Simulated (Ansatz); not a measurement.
A made-up structure of CH$_{4}$Al (charge -1), singlet:

```tsv
atom	x (Å)	y (Å)	z (Å)
C1	-0.1103	-1.0119	0.0287
Al2	0.0885	0.8131	-0.0234
H3	0.9802	-0.4036	0.1636
H4	-0.0290	-1.6115	0.9387
H5	-0.0332	1.7072	-1.3819
H6	0.4083	1.7342	1.2839
```

It is relaxed with PBE-D4/def2-SVPD and then PBE0-D4/def2-TZVPD (Ansatz 0.2.0). Atoms count as bonded within 1.22 times the sum of their covalent radii (H–H: 0.88 Å). The end point is not checked to be a true minimum.

(1) Does its bonding change? (Judge from chemistry; the calculation decides.)

Answers

(1) The calculation gives: Yes. Formed: none; broken: Al2–H3.

Where it ends: The first stage lowers the energy by 1.92 eV in 12 steps. It ends as CH₄Al ([CH2][AlH2]), total charge -1:
```xyz
6
angstrom
C 0.3556 -0.8010 0.2510
Al 0.1064 1.0123 0.1018
H 0.6549 -1.4488 -0.5767
H 0.2229 -1.3637 1.1784
H 0.3052 1.8508 -1.2828
H -0.3404 1.9778 1.3379
```

Labels in which every atom is bracketed show which atoms are joined, not bond orders.

For scale, one of the runs: PBE0-D4/def2-TZVPD relaxation, 116 basis functions, launched by `ansatz run in.yaml --threads 2 --pin off --events-out ev --progress --plain --max-ram 4352MiB`. Hardware: 2 CPU threads of an Intel Xeon, shared host. Wall time about 15 s.
